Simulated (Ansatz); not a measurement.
The input (input.yaml):

```yaml
crystal:
  periodic: [false, false, false]
  atoms:
    - { symbol: "N", position_ang: [0.2131, 0.5349, 0.9256] }
    - { symbol: C, position_ang: [-0.0839, -0.1583, -0.3012] }
    - { symbol: O, position_ang: [-0.0206, -1.555, -0.1271] }
    - { symbol: S, position_ang: [-1.3004, 0.4083, -1.2603] }
    - { symbol: S, position_ang: [0.6378, 0.4698, -1.7257] }
    - { symbol: H, position_ang: [0.6153, -0.04376, 1.58033] }
    - { symbol: H, position_ang: [-0.73223, 0.77282, 1.36262] }
    - { symbol: H, position_ang: [-0.593, -1.7969, 0.5589] }
basis:
  gaussian: { orbitals: def2-mTZVP }
hamiltonian:
  xc: r2scan
relax:
  f_tol: 0.015
  max_steps: 40
```

Command:

```bash
$ ansatz run input.yaml --threads 2 --pin off --max-ram 3072MiB --backend cpu --events-out ev --progress --plain --runs-dir out
```

Hardware: 2 threads of Arm Neoverse V1, with other jobs on the host.

Question: Roughly how long does this run take, and how much memory?

Answer: 2.2 min, with a peak of 0.17 GiB, for 29 ionic steps.
